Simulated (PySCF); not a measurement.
# SF: energy against distance

Set-up: S def2-TZVP, F def2-TZVP; no relativity (PySCF 2.14). Energies in eV from S + F in their ground configurations at the same level. State: ²Π (doublet), unpaired electrons π ↑.

All columns are PBE0. A positive dipole means S(−)F(+).

```json
{"R (Å)": "1.375", "E (eV)": "-2.427", "μ (D)": "0.42", "Mulliken charge on S (basis-dependent)": "0.05", "HOMO (eV)": "-6.35", "LUMO (eV)": "-3.47", "Mayer bond order": "1.09", "⟨S²⟩": "0.76"}
{"R (Å)": "1.439", "E (eV)": "-3.115", "μ (D)": "0.04", "Mulliken charge on S (basis-dependent)": "0.11", "HOMO (eV)": "-6.62", "LUMO (eV)": "-3.74", "Mayer bond order": "1.07", "⟨S²⟩": "0.76"}
{"R (Å)": "1.503", "E (eV)": "-3.488", "μ (D)": "-0.32", "Mulliken charge on S (basis-dependent)": "0.14", "HOMO (eV)": "-6.88", "LUMO (eV)": "-3.99", "Mayer bond order": "1.06", "⟨S²⟩": "0.76"}
{"R (Å)": "1.551", "E (eV)": "-3.617", "μ (D)": "-0.58", "Mulliken charge on S (basis-dependent)": "0.17", "HOMO (eV)": "-7.06", "LUMO (eV)": "-4.16", "Mayer bond order": "1.06", "⟨S²⟩": "0.76"}
{"R (Å)": "1.599", "E (eV)": "-3.650", "μ (D)": "-0.82", "Mulliken charge on S (basis-dependent)": "0.19", "HOMO (eV)": "-7.23", "LUMO (eV)": "-4.33", "Mayer bond order": "1.05", "⟨S²⟩": "0.76"}
{"R (Å)": "1.647", "E (eV)": "-3.609", "μ (D)": "-1.06", "Mulliken charge on S (basis-dependent)": "0.20", "HOMO (eV)": "-7.39", "LUMO (eV)": "-4.48", "Mayer bond order": "1.04", "⟨S²⟩": "0.76"}
{"R (Å)": "1.711", "E (eV)": "-3.470", "μ (D)": "-1.36", "Mulliken charge on S (basis-dependent)": "0.23", "HOMO (eV)": "-7.59", "LUMO (eV)": "-4.67", "Mayer bond order": "1.03", "⟨S²⟩": "0.76"}
{"R (Å)": "1.791", "E (eV)": "-3.203", "μ (D)": "-1.70", "Mulliken charge on S (basis-dependent)": "0.25", "HOMO (eV)": "-7.82", "LUMO (eV)": "-4.88", "Mayer bond order": "1.02", "⟨S²⟩": "0.76"}
{"R (Å)": "1.887", "E (eV)": "-2.802", "μ (D)": "-2.08", "Mulliken charge on S (basis-dependent)": "0.28", "HOMO (eV)": "-8.06", "LUMO (eV)": "-5.10", "Mayer bond order": "0.99", "⟨S²⟩": "0.76"}
{"R (Å)": "2.015", "E (eV)": "-2.208", "μ (D)": "-2.53", "Mulliken charge on S (basis-dependent)": "0.31", "HOMO (eV)": "-8.32", "LUMO (eV)": "-5.34", "Mayer bond order": "0.96", "⟨S²⟩": "0.76"}
```

A fit through these points gives, at Re = 1.594 Å, μ = -0.80 D and dμ/dR = -5.04 D/Å; the reduced mass is 11.92 u.

Question: How strong is the fundamental in the double-harmonic approximation, I = 42.26·(dμ/dR)²/μred km/mol?

Answer: I = 42.26·(-5.04)²/11.92 = 90.1 km/mol at PBE0.

The state is the lowest determinant that a PBE0 search found; another state may lie lower at other levels.
